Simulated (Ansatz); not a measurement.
A nudged elastic band was laid between two geometries of BFH2 + H2S (7 atoms, charge 0, multiplicity 1).

The calculation used Ansatz 0.2.0, RKS B3LYP-D4/def2-SVP.

- movable images: 5
- climbing image: yes
- spring: 5.0 eV/Å²
- optimiser: quadratic models (default)
- start path: through a guess of the saddle point
- force threshold: 0.03 eV/Å
- iteration limit: 60
- end points: relaxed

Image 0:

```xyz
7
Properties=species:S:1:pos:R:3
B 0.004 0.162 -0.039
F -0.569 0.547 1.114
H 1.205 0.271 -0.128
H -0.713 0.045 -1.005
S 0.124 -2.340 0.349
H -1.160 -2.467 0.757
H 0.581 -2.247 1.619
```

Image 6:

```xyz
7
Properties=species:S:1:pos:R:3
B 0.146 -0.526 -0.418
F -0.162 0.102 2.187
H 1.198 0.046 -0.481
H -0.897 -0.043 -0.754
S 0.243 -2.245 0.102
H -1.071 -2.567 0.027
H 0.015 -0.796 2.005
```

Q: Which bonds break or form, and what moves?

A: Bonds broken: B1–F2, S5–H7. Bonds formed: B1–S5, F2–H7. BFH2 + H2S becomes BH3S + FH.

Q: Give the energies along the band, and the barrier.

A: It converged. The highest image is number 4 of 0 to 6, 1.06 eV above the first end and 0.32 eV above the last; the last end lies 0.74 eV above the first. A vibrational analysis at the climbing image gives one clearly imaginary mode, 899i cm⁻¹: a first-order saddle point. The orbitals stay closed-shell, which can raise the energy where a bond breaks towards radicals; this wasn't checked here.

| image | path coordinate (Å) | energy (eV) | B1–F2 (Å) | S5–H7 (Å) | B1–S5 (Å) |
| --- | --- | --- | --- | --- | --- |
| 0 | 0.00 | 0.00 | 1.34 | 1.35 | 2.53 |
| 1 | 0.53 | 0.01 | 1.34 | 1.35 | 2.63 |
| 2 | 1.05 | 0.05 | 1.35 | 1.35 | 2.53 |
| 3 | 1.58 | 0.37 | 1.40 | 1.38 | 2.24 |
| 4 | 2.11 | 1.06 | 1.61 | 1.67 | 1.98 |
| 5 | 2.65 | 0.82 | 2.09 | 2.16 | 1.84 |
| 6 | 3.19 | 0.74 | 2.70 | 2.40 | 1.80 |

Q: What is the geometry of the highest image?

A: 
```xyz
7
Properties=species:S:1:pos:R:3:forces:R:3
B 0.107 -0.291 -0.037 0.00 0.00 0.00
F -0.161 0.036 1.513 0.00 0.00 0.00
H 1.191 0.136 -0.331 0.00 0.00 0.00
H -0.878 -0.022 -0.669 0.00 0.00 0.00
S 0.267 -2.225 0.371 0.00 0.00 0.00
H -1.040 -2.559 0.241 0.00 0.00 0.00
H -0.013 -1.106 1.579 0.00 0.00 0.00
```

Q: What are the harmonic wavenumbers there?

A: 899i, 393, 464, 568, 634, 754, 880, 900, 1056, 1144, 1182, 1581, 2590, 2662, 2706 cm⁻¹.

The run took 2.1 min on 1 thread of Arm Neoverse V2 (shared host), peak memory 0.12 GiB.
